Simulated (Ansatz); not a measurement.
Worked example: correlation energy of H$_{3}$Si–AsH$_{2}$⁺, doublet

Geometry: that of the H3Si–AsH2, singlet, kept fixed.

| atom | x (Å) | y (Å) | z (Å) |
| --- | --- | --- | --- |
| Si | -0.0286 | 0.0000 | 1.6719 |
| As | 0.0384 | 0.0000 | -0.6936 |
| H | 0.6883 | -1.2086 | 2.1561 |
| H | 0.6883 | 1.2086 | 2.1561 |
| H | -1.4075 | 0.0000 | 2.2252 |
| H | -1.0136 | -1.0975 | -0.7832 |
| H | -1.0136 | 1.0975 | -0.7832 |

Basis cc-pVDZ; Ansatz 0.2.0. Correlated methods freeze the noble-gas cores and the filled d shells of p-block atoms, which leaves 13 electrons in 51 orbitals. R marks a restricted (for open shells ROHF) determinant, U an unrestricted one. No spin–orbit coupling is included, and no scalar relativity.

Full CI isn't at hand for all of this; UCCSDT(Q) serves as the reference, and is uncertain by about the last step of the cluster series.

Runs differ by some tens of microhartree through their thresholds and, for an open shell, their frozen cores, so steps under 0.03 kcal/mol mean nothing.

| level | total energy (hartree) |
| --- | --- |
| UHF | -2525.680617 |
| UMP2 | -2525.876719 |
| UCCSD | -2525.924237 |
| UCCSD(T) | -2525.930354 |
| UCCSDT | -2525.931638 |
| UCCSDT(Q) | -2525.931878 |

What is the correlation energy at UCCSDT(Q), and what share of it do UMP2 and UCCSD(T) recover?

E(corr) = -2525.931878 − (-2525.680617) = -0.251261 hartree = -6.837 eV. UMP2: -0.196102 / -0.251261 = 78.05 %. UCCSD(T): -0.249737 / -0.251261 = 99.39 %.

By how many kcal/mol does UCCSD(T) miss UCCSDT(Q) (1 hartree = 627.509 kcal/mol), and which steps make up the rest?

-2525.930354 − (-2525.931878) = 0.001524 hartree = 0.96 kcal/mol. Steps: UCCSDT − UCCSD(T) = -0.81, UCCSDT(Q) − UCCSDT = -0.15 kcal/mol. Differences between like states or geometries often cancel part of this.
